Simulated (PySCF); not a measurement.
Work out the structure from these simulated measurements.

Elements present: C and H. Monoisotopic mass: 15.0229 u (electron mass counted); charge +1.

- Rotational structure: rotational constants A, B, C: 274.335, 274.325, 137.165 GHz [PBE0-D3(BJ)/def2-SVP]
- 1H NMR: chemical shifts (computed TMS as zero) by class: 15.88 (3 H) ppm [GIAO PBE0/pcSseg-1]
- UV, strongest line: among the 10 lowest singlet transitions: S7/S8 at 16.91 eV (73 nm, f = 0.631 summed over these states) [TDDFT wB97X-D/def2-SVPD]
- 13C NMR: chemical shifts (computed TMS as zero) by class: 419.2 (1 C) ppm [GIAO PBE0/pcSseg-1]
- Couplings: largest of the computed one-bond spin–spin couplings (means over like bonds): 13C–1H +190.6 (×3) Hz [B3LYP/pcJ-1]
- XPS: C1s 305.8 eV [ΔSCF SCAN, pcX-2 on the ionised atom, pcseg-1 elsewhere, spin-free X2C]

The electronic properties come from PySCF, for the isolated species, density fitting. Levels stand in brackets. Isolated species at its PBE0-D3(BJ)/def2-SVP geometry, gas phase. NMR classes are plain means over equivalent atoms (diastereotopic ones count apart unless rotation or inversion swaps them), as if these changed places fast.

Question: Which formula fits the mass and the elements?

Answer: CH3 (calculated 15.0229). No other formula that holds each of these elements comes within 0.0003 u with a fitting electron parity and a possible valence count.

Question: What is the compound? Reason from the data.

Answer: The one carbon: formal carbocation centre (419.2 ppm). All hydrogens form one class (15.88 ppm): hydrogen on carbon. The couplings run between: +190.6 Hz, formal carbocation centre and its hydrogen (with 2 like pairs). The core levels belong to: C1s 305.8 eV, formal carbocation centre. The optimised geometry has point group D3h and is an oblate symmetric top (the spread among constants that symmetry makes equal is optimisation noise). Structure: `[CH3+]`.
